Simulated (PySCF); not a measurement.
**Electric field gradients and quadrupole coupling constants**

Compound: C2F3N.
Numbering: `[N:1]#[C:2][C:3]([F:4])([F:5])[F:6]`

Cartesian coordinates in Å at the PBE0-D3(BJ)/def2-TZVP level; atoms count from 1:
```
atom  x, y, z in Å
N1     2.165    0.165   -0.134
C2     1.024    0.076   -0.069
C3    -0.450   -0.041    0.019
F4    -1.027    0.994   -0.577
F5    -0.831   -0.068    1.289
F6    -0.857   -1.156   -0.573
```

Field gradients from the PBE0/pcSseg-2 density (PySCF, non-relativistic), principal values in atomic units, ordered |Vxx| ≤ |Vyy| ≤ |Vzz|:

| atom | Vxx | Vyy | Vzz |
| --- | --- | --- | --- |
| N1 | 0.5467 | 0.5471 | -1.0938 |

Q: Find the asymmetry η = (Vxx − Vyy)/Vzz and the couplings χ = eQV/h (234.96 MHz × Q in barn × V in au), with Q(14N) = 0.02044 b.

A: 
```csv
atom,environment,nucleus,η,χzz (MHz),χxx (MHz),χyy (MHz)
N1,nitrile nitrogen,14N,0.00,-5.25,2.63,2.63
```

The gradient is axial or nearly so (η below 0.05) at N1. The tensor is traceless: Vxx + Vyy + Vzz = 0.

Q: What is Vzz at N1 in SI units (1 au = 9.71736 × 10²¹ V/m²)?

A: -1.0938 au = -10.629 × 10²¹ V/m².

Q: And the gradient at the other heavy atoms, for which no coupling is worked out here?

A: 
```
atom              environment  Vzz (au)     η
  C2           nitrile carbon    -0.327  0.00
  C3               CF3 carbon    -0.224  0.00
  F4  fluorine of a CF3 group     2.930  0.02
  F5  fluorine of a CF3 group     2.931  0.02
  F6  fluorine of a CF3 group     2.932  0.02
```

Isolated species at its PBE0-D3(BJ)/def2-TZVP geometry, gas phase.

These values come from a run that also computed NMR shieldings. Time: 16 s of wall time; peak memory 0.80 GiB. Hardware: one thread of an Arm Neoverse V1, no GPU, on a shared host.
